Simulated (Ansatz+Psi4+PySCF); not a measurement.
Values are calculated unless marked as measured or tabulated.
## Ansatz (development build ahead of 0.2.0) run

```yaml
crystal:
  periodic: [false, false, false]
  atoms:
    - { symbol: O, position_ang: [0.0, 1.10381, -0.22854] }
    - { symbol: O, position_ang: [0.0, 0.0, 0.45708] }
    - { symbol: O, position_ang: [0.0, -1.10381, -0.22854] }
basis:
  gaussian: { orbitals: cc-pVTZ }
total_charge: 1
magnetization:
  spin_polarized: true
  initial_magnetization: 1
hamiltonian:
  xc: hf
correlation:
  method: mp2
  frozen_orbitals: { O: 1 }
```

The input is written out in the form of the current development build from the run's settings.

Output:

```json
{
 "Converged": "yes",
 "Reference energy": "-223.99841 hartree",
 "Correlation energy": "-0.59098 hartree",
 "Total energy": "-224.58939 hartree",
 "Spin squared of the determinant": "1.696",
 "Stability test": "minimum"
}
```

Caution: large amplitudes, a single reference is doubtful; the unrestricted determinant is a mixture of spin states; MP2 on this radical cation hangs on the determinant chosen; the determinant breaks the point group.
